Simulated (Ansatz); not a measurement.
# Fe, bcc: geometry optimisation

Method: DFT, BLYP, plane waves (420 eV) with PAW, scalar-relativistic in Ansatz. (PAW data from PBE, frozen cores regenerated.)

k-point mesh 11×11×11, Fermi-Dirac smearing 0.05 eV, starting moments 2.50, -2.50 μB. Cell and atoms relax.

Starting structure:

```yaml
crystal:
  lattice:
    - [2.86650, 0.00000, 0.00000]
    - [0.00000, 2.86650, 0.00000]
    - [0.00000, 0.00000, 2.86650]
  atoms:
    - { symbol: Fe, position: [0.00000, 0.00000, 0.00000] }
    - { symbol: Fe, position: [0.50000, 0.50000, 0.50000] }
```

Question: The pressure at the start is -3.9 GPa. By how much does the volume change?

Answer: From 11.78 to 11.44 Å³ per atom, -2.9 %. The final cell has a = 2.839 Å.

Question: How much energy does the relaxation gain?

Answer: 4.2 meV per atom.

Path of the relaxation (the plane waves are chosen anew near the end, which can shift the energy a little):

| step | E − E(final) (meV/atom) | V (Å³/atom) | P (GPa) | max force (eV/Å) |
| --- | --- | --- | --- | --- |
| 0 | 4.25 | 11.777 | -3.86 | 0.000 |
| 1 | 1.17 | 11.620 | -2.17 | 0.000 |
| 2 | -0.22 | 11.425 | 0.19 | 0.000 |
| 3 | -0.21 | 11.441 | -0.01 | 0.000 |
| 4 | 0.00 | 11.441 | -0.05 | 0.000 |

Question: Which magnetic state does it end in?

Answer: antiferromagnetic, largest moment 1.36 μB in the atomic sphere; moments 1.36, -1.36 μB.
